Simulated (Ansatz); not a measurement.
Energy needed to pull apart CH4OSi (SMILES C=[SiH]O), closed shell, into free ground-state atoms, from the structure below (displaced at random from its PBE0-D4/def2-TZVP minimum); no zero-point or spin–orbit terms; open-shell atoms are treated unrestricted, in their ground-state multiplicity.

```
7
angstrom
C -1.2230 0.2325 -0.5658
Si 0.3094 0.1279 0.2303
O 1.3489 -1.1468 0.0981
H -1.6016 -0.5390 -1.1299
H -1.8096 1.1519 -0.3445
H 0.8754 1.1983 1.1404
H 2.1700 -1.0962 0.5994
```

Computed with Ansatz 0.2.0 (basis: def2-TZVPP); correlated methods freeze the cores.

| method | atomization energy (kJ/mol) |
| --- | --- |
| PBE-D4 | 2528 |
| r2SCAN-D4 | 2496 |
| PBE0-D4 | ? |
| wB97M-V | 2496 |
| HF | ? |
| MP2 | 2467 |
| CCSD | 2385 |
| CCSD(T) | 2426 |

(1) What does HF give? (Judge from chemistry; the value comes from the calculation.)

(2) What does PBE0-D4 give? (Judge from chemistry; the value comes from the calculation.)

The T1 diagnostic stays at or below 0.014.

Answers

(1) The calculation gives: 1768 kJ/mol, which is about 658 kJ/mol less than CCSD(T)/def2-TZVPP.

(2) The calculation gives: 2471 kJ/mol, which is about 46 kJ/mol more than CCSD(T)/def2-TZVPP.

In triple zeta the MP2 and coupled-cluster atomization energies are still short of their basis limit by a few kcal/mol a bond, whereas those of the functionals are nearly converged, so these differences are not deviations from converged CCSD(T).

For scale, one of the runs: CCSD(T)/def2-TZVPP forces, 160 basis functions (an equivalent command: `ansatz run in.yaml --threads 2`). Hardware: 2 CPU threads, shared host. Wall time 110 s; peak host memory 2 GiB.
